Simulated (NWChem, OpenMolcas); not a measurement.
**HNC (hydrogen isocyanide): a line through the functionals**

HNC: 3 atoms, total charge 0, spin state singlet. SMILES: `[C-]#[NH+]`. The shape is that of a PBE0-D4/def2-TZVP optimisation.

The dipole moment y, in D, basis aug-cc-pVTZ; a is the functional's share of exact exchange. Programs: NWChem 7.3.0, OpenMolcas 26.06.

| functional | program | a | y (D) |
| --- | --- | --- | --- |
| revPBE | OpenMolcas | 0 | 3.10 |
| BLYP | OpenMolcas | 0 | 3.09 |
| B3LYP | NWChem | 0.2 | 3.07 |
| PBE0 | NWChem | 0.25 | ? |
| BHLYP | NWChem | 0.5 | 3.00 |

**Question.** Fit y = c + s·a to the known rows and predict PBE0.

**Answer.** 
1. Means of the 4 rows: a = 0.1750, y = 3.065.
2. Σ(Δa)² = 0.1675, Σ(Δa·Δy) = -0.0315, so the slope is -0.0315/0.1675 = -0.18806.
3. Intercept: 3.065 − (-0.18806) × 0.1750 = 3.098. The largest residual of the fit is 0.010.
4. PBE0: 3.098 + (-0.18806) × 0.25 = 3.05 D.

The run gave 3.08 D, so the prediction is off by -0.03 D, more than the scatter of the fit. The measured value is 3.05 D (NIST CCCBDB); in this basis the line meets it at a = 0.26.
